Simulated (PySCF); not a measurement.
BF₃, SMILES FB(F)F. Heavy atoms are numbered as in [B:1]([F:2])([F:3])[F:4].

Geometry: B3LYP-D3(BJ)/def2-TZVP. The isomer is the one that the SMILES or the coordinates give; other isomers of the formula were not compared.

Method: PySCF with PBE/pcSseg-2.

GIAO shieldings, no solvent; atoms alike by connectivity are averaged. δ = σ(ref) − σ: ¹¹B against BF3 (σ = 83.1 ppm); ¹⁹F against CFCl3 (σ = 132.0 ppm), references at their B3LYP-D3(BJ)/def2-TZVP geometries, non-relativistic.

```json
[
 {"nucleus": "¹¹B", "atoms": "B1", "count": "1", "δ (ppm)": "0.0"},
 {"nucleus": "¹⁹F", "atoms": "F2", "count": "3", "δ (ppm)": "-159.2"}
]
```
